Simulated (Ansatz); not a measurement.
# C3H6Cl2: one species, many methods

The task here is to estimate one member of a computed series from the others.

Computed with Ansatz 0.2.0, Gaussian basis. Level: functionals in def2-TZVPP, the program's frozen cores in correlated methods.

Levels to be run: LDA (SPW92), PBE-D4, revPBE-D4, BLYP-D4, r2SCAN-D4, B97M-V, PBE0-D4, B3LYP-D4, r2SCANh-D4, r2SCAN0-D4, HSE06-D4, BHLYP-D4, CAM-B3LYP-D4, LC-ωPBE, ωB97X-V, ωB97M-V, B2PLYP, PBE-QIDH; CCSD(T)/def2-SVP; CCSD(T)/def2-TZVPP; MP2/def2-QZVPP; extrapolation to the limit; RPA on PBE.

## Structure used throughout

All runs share one geometry, relaxed beforehand with PBE0-D4 in a triple-zeta def2 set.

SMILES `CC(Cl)CCl`, 11 atoms, charge 0, spin multiplicity 1.

Atoms are counted from 1 here; the program's logs count them from 0.

Bond lengths: C1–C2 1.508 Å, C1–H6 1.092 Å, C1–H7 1.092 Å, C1–H8 1.090 Å, C2–Cl3 1.799 Å, C2–C4 1.514 Å, C2–H9 1.091 Å, C4–Cl5 1.783 Å, C4–H10 1.088 Å, C4–H11 1.090 Å. Angles: C2–C1–H6 109.6°, C2–C1–H7 110.6°, C2–C1–H8 110.6°, H6–C1–H7 108.7°, H6–C1–H8 108.7°, H7–C1–H8 108.5°, C1–C2–Cl3 109.9°, C1–C2–C4 114.4°, C1–C2–H9 111.1°, Cl3–C2–C4 106.1°, Cl3–C2–H9 105.4°, C4–C2–H9 109.5°, C2–C4–Cl5 110.7°, C2–C4–H10 110.9°, C2–C4–H11 110.9°, Cl5–C4–H10 107.1°, Cl5–C4–H11 107.6°, H10–C4–H11 109.5°.

Set-up of the first run:

Input file in.yaml:

```yaml
crystal:
  periodic: [false, false, false]
  atoms:
    - {symbol: C, position_ang: [-1.001347, -0.656928, 0.516111]}
    - {symbol: C, position_ang: [0.373363, -0.039686, 0.456602]}
    - {symbol: Cl, position_ang: [1.625364, -1.314672, 0.663603]}
    - {symbol: C, position_ang: [0.691524, 0.653055, -0.850929]}
    - {symbol: Cl, position_ang: [-0.354121, 2.079727, -1.078801]}
    - {symbol: H, position_ang: [-1.757947, 0.121840, 0.401172]}
    - {symbol: H, position_ang: [-1.128612, -1.389394, -0.283705]}
    - {symbol: H, position_ang: [-1.156356, -1.156981, 1.471989]}
    - {symbol: H, position_ang: [0.527502, 0.654547, 1.283451]}
    - {symbol: H, position_ang: [1.720320, 1.005955, -0.863106]}
    - {symbol: H, position_ang: [0.525610, -0.014664, -1.695888]}
basis:
  gaussian: {orbitals: def2-TZVPP}
hamiltonian: {xc: lda}
output: {orbitals: {seedname: orbitals}}
```

On the command line:

```console
$ ansatz run in.yaml --threads 4 --pin off --events-out ev --progress --plain --max-ram 10444MiB
```

Steps of the session up to this table: LDA; PBE-D4 (GGA); revPBE-D4 (GGA); BLYP-D4 (GGA); r2SCAN-D4 (meta-GGA); B97M-V (meta-GGA); B3LYP-D4 (hybrid); r2SCANh-D4 (hybrid); r2SCAN0-D4 (hybrid); HSE06-D4 (hybrid); BHLYP-D4 (hybrid); CAM-B3LYP-D4 (range-separated); LC-ωPBE (range-separated); ωB97X-V (range-separated); ωB97M-V (range-separated); B2PLYP (double hybrid); PBE-QIDH (double hybrid).

One table of the session follows, with a row left open; its other results are not shown here.

It belongs to the step «Frontier levels by functional». 

```
  functional  HOMO (eV)  gap (eV)
 LDA (SPW92)      -7.28      6.20
      PBE-D4      -7.13      6.28
   revPBE-D4      -7.07      6.31
     BLYP-D4      -6.98      6.27
   r2SCAN-D4          ?         ?
      B97M-V      -7.59      7.12
     PBE0-D4      -8.53      8.84
    B3LYP-D4      -8.27      8.32
  r2SCANh-D4      -7.97      7.80
  r2SCAN0-D4      -8.75      9.20
    HSE06-D4      -8.13      8.05
    BHLYP-D4      -9.81     11.38
CAM-B3LYP-D4      -9.93     11.46
     LC-ωPBE     -11.35     14.15
     ωB97X-V     -10.98     13.64
     ωB97M-V     -10.82     13.32
```

**Question.** Estimate the row for r2SCAN-D4.

Worked estimate for «HOMO (eV)». Against the share of exact exchange, r2SCANh-D4 (0.1, -7.97), r2SCAN0-D4 (0.25, -8.75) give a slope of -5.20 per unit share; at 0 the line stands at -7.45.

**Answer.** HOMO (eV): -7.46; gap (eV): 6.87. In «HOMO (eV)» the line misses by +0.01.
